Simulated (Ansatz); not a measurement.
**AlH2O2 (SMILES [OH][Al][OH]): methods side by side**

The species is AlH2O2 (5 atoms), meant as a doublet with charge 0. As SMILES, `[OH][Al][OH]`. The shape is that of a PBE0-D4/def2-TZVP optimisation. This is one conformer, not always the lowest.

```tsv
atom	x (Å)	y (Å)	z (Å)
O	-1.5735	-0.3246	-0.2375
Al	0.0185	-0.8251	0.0650
O	1.2494	0.3483	0.1600
H	-1.8097	0.5958	-0.3592
H	2.1651	0.1318	0.3304
```

Quantity: the energy change with the O3–H5 bond stretched from 0.956 to 1.912 Å, in eV. The values are calculated.

```csv
level,kind,program,value (eV),less FCI/STO-3G,CPU time (all runs)
UHF/STO-3G,Hartree–Fock,Ansatz,3.44,-0.11,0.67 s
U-r2SCAN0/STO-3G,hybrid meta-GGA,Ansatz,4.23,+0.68,25 s
UPBE0/STO-3G,global hybrid,Ansatz,4.29,+0.74,9.9 s
U-wB97X/STO-3G,range-separated hybrid,Ansatz,4.57,+1.02,54 s
UCAM-B3LYP/STO-3G,range-separated hybrid,Ansatz,4.36,+0.81,12 s
UHSE06/STO-3G,range-separated hybrid,Ansatz,4.29,+0.74,12 s
RPA@PBE/STO-3G,RPA,Ansatz,3.80,+0.25,10 s
UCCSD(T)/STO-3G,coupled cluster or CI,Ansatz,3.59,+0.04,1.3 s
FCI/STO-3G,exact in the basis,Ansatz,3.55,0.00,3.9 min
```

FCI/STO-3G is exact within its basis and frozen core, so for wave-function methods in that basis the difference is their error; functionals converge differently with the basis, so for them it is only a difference. The first shape isn't each level's own minimum. The values span 3.44 to 4.57 eV. Spin contamination of the reference (⟨S²⟩ at least 0.1 too high) touches UHF/STO-3G, U-r2SCAN0/STO-3G, UPBE0/STO-3G, U-wB97X/STO-3G, UCAM-B3LYP/STO-3G, UHSE06/STO-3G, RPA@PBE/STO-3G, UCCSD(T)/STO-3G. All rows use very small basis sets, so none should be taken for the real molecule's value. CPU times are rough (shared hosts, several kinds of processor and program).
